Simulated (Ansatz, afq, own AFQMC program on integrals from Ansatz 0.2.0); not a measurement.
**Where AFQMC and coupled cluster stand for BH2O, doublet**

```xyz
4

B     0.0000   -0.5126    1.6152
O     0.0000    0.3512   -1.1374
H     0.0000    0.2848    2.5128
H     0.0000   -0.3620   -1.7821
```

Connectivity, by distances: BH ··· OH.

Basis cc-pVDZ. Noble-gas cores (and the filled d shells of Ga–Kr and In–Xe) are frozen. Integrals, coupled cluster, full CI and functionals: Ansatz 0.2.0; the random walks run on the same integrals in our own AFQMC program. ph-AFQMC/CISD is guided by a CISD state made of CCSD amplitudes; releasing the constraint for a short imaginary time cuts its bias at the price of noise, slowly where states lie close. Error bars are statistical, one sigma.

Determinant: ROHF, the one that the program's search chose, which needn't be the lowest solution. The geometry is a point of a scan.

No full CI on the walks' own integrals is used here; CCSDT(Q) serves as the reference and is uncertain by about the last step of the cluster series.

Cautions: higher spins were not checked; a spin-contaminated unrestricted determinant lies lower (UHF 314 meV lower, ⟨S²⟩ 1.19); the ph-AFQMC/CISD walk drifts between its halves (2.9 errors).

The T1 diagnostic is 0.0242. The weight of the determinant in the CISD state is 0.870 and the size of the correlated space is 11 electrons in 36 orbitals.

Reference: CCSDT(Q), correlation energy -7.128 eV. The released energy is read at 2.40 1/Eh (meV from the phaseless value at times in 1/Eh: 16 ± 20 at 0.24, -4 ± 16 at 0.51, -1 ± 23 at 0.99, 16 ± 21 at 1.62, 9 ± 31 at 2.40).

```tsv
level	E − E(reference) (kcal/mol)	share of correlation (%)
HF	164.38	0.00
MP2	29.23	82.22
CCSD	3.12	98.10
CCSD(T)	0.85	99.48
CCSDT	0.23	99.86
ph-AFQMC/CISD	0.03 ± 0.46	99.98
released AFQMC	0.25 ± 0.72	99.85
```

A walk keeps the symmetry of its determinant, which the program's search chose and which needn't be the lowest solution, so a lower state of the same spin and another symmetry isn't excluded. Released energies are given only where the last usable release times agree within the noise; a slower fall can still hide under it.
